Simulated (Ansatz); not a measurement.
in.yaml

```yaml
crystal:
  periodic: [false, false, false]
  atoms:
    - {symbol: B, position_ang: [0.003276, -0.006308, -0.006248]}
    - {symbol: H, position_ang: [0.417961, 0.806187, 0.804405]}
    - {symbol: H, position_ang: [-0.421051, -0.814002, 0.804213]}
    - {symbol: H, position_ang: [-0.409536, 0.802338, -0.821691]}
    - {symbol: H, position_ang: [0.377488, -0.726865, -0.719916]}
basis:
  gaussian: {orbitals: cc-pVDZ}
magnetization: {spin_polarized: false, initial_magnetization: 1}
correlation: {active_space: {ras: {orbitals: [3, 1, 29], electrons: 7, max_holes: 2, max_particles: 2}, fixed_orbitals: true}}
```

```sh
$ ansatz run in.yaml --threads 1 --pin off --events-out ev --progress --plain --max-ram 3840MiB --backend cpu
```

Roughly how long does this take on 1 thread of AMD EPYC 7R13, shared host, and how much host memory?

0.49 s wall and 0.14 GiB.

```
301 factors; integrals over basis functions are off by at most 8.7e-4 eV
mean field evaluation 1: about -730.3261 eV, gradient 1.0e1 eV
mean field evaluation 2: about -730.3263 eV, gradient 1.0e1 eV
mean field evaluation 4: about -730.7398 eV, gradient 3.8e-1 eV
mean field evaluation 8: about -730.7408 eV, gradient 2.2e-6 eV
mean field -730.74077529 eV, -26.8542281782 hartree, gradient 2.3e-6 eV, S^2 0.750000; 0 other end points of the search recorded, 0 dependent functions left out
reference -730.74077529 eV, -26.8542281782 hartree; 5, 4 occupied and 29, 30 virtual orbitals, 301 factors
state -734.62332711 eV, -26.9969093256 hartree
Total energy: -734.62332711 eV, -26.9969093256 hartree
```

For the same geometry and basis full CI lies 256.9 meV lower.
